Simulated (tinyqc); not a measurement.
ROHF in the sto-3g basis, for LiH, spin multiplicity 3, step by step. One step of it, computed by the program tinyqc.

Task: Iteration 2: DIIS coefficients. Solve [B -1; -1 0][c; lambda] = [0; -1] for the coefficients, which sum to one.

B (overlaps of the stored error matrices):
```
                1               2
1   7.6173955e-02  -1.1421531e-01
2  -1.1421531e-01   2.9565259e-01
```

Give: DIIS coefficients.

Result:

DIIS coefficients: 0.683  0.317
